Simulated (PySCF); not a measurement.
BCl3, charge -1, multiplicity 2. Atoms are numbered in the order given.

```xyz
4

B      0.0000     0.0000    -0.4893
Cl     1.5514    -0.8957     0.0480
Cl    -1.5514    -0.8957     0.0480
Cl     0.0000     1.7914     0.0480
```
Charge -1, spin multiplicity 2.

The structure is a stationary point at B3LYP-D3(BJ)/def2-SVPD. The multiplicity is an assumed one; other spin states were not compared. The isomer is the one that the SMILES or the coordinates give; other isomers of the formula were not compared.

Calculation: ωB97X/def2-TZVPD in PySCF.

Mulliken values depend strongly on the basis, most of all with diffuse functions as here. ESP charges are fitted to the potential on shells at 1.4 to 2.0 van der Waals radii. Atomic charges (e):

```json
[
 {"atom": "B1", "meta-Löwdin": "-0.16", "ESP fit": "-0.25", "Mulliken": "0.02", "Mulliken spin": "0.86"},
 {"atom": "Cl2", "meta-Löwdin": "-0.28", "ESP fit": "-0.25", "Mulliken": "-0.34", "Mulliken spin": "0.05"},
 {"atom": "Cl3", "meta-Löwdin": "-0.28", "ESP fit": "-0.25", "Mulliken": "-0.34", "Mulliken spin": "0.05"},
 {"atom": "Cl4", "meta-Löwdin": "-0.28", "ESP fit": "-0.25", "Mulliken": "-0.34", "Mulliken spin": "0.05"}
]
```
